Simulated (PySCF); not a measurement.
A series of substituents X on one scaffold: ethynyl-X. Isolated molecules, 0 K electronic values unless said otherwise. One relaxed conformer stands for each flexible species; it need not be the lowest. Strings in code marks are SMILES.

All values below come from PBE-D3(BJ)/def2-TZVP // B3LYP-D3(BJ)/def2-TZVP in PySCF. All candidates: neutral, multiplicity 1. Excitations are Tamm–Dancoff values on a coarser integration grid. The basis has no diffuse functions, so Rydberg states are missing or too high.

```
Quantity               Result
-------------------  --------
dipole moment          0.00 D
S1 excitation (TDA)   6.99 eV
HOMO                 -7.17 eV
```

**Question.** Which member has these values?
A. `C#C`
B. `C#CC(C)=O`
C. `C#CC=C`
D. `C#C[SiH3]`

**Answer.** A, `C#C`. The others give `C#C[SiH3]`: 0.37 D, 6.07 eV, -7.11 eV; `C#CC(C)=O`: 2.93 D, 3.65 eV, -6.18 eV; `C#CC=C`: 0.39 D, 4.96 eV, -6.16 eV
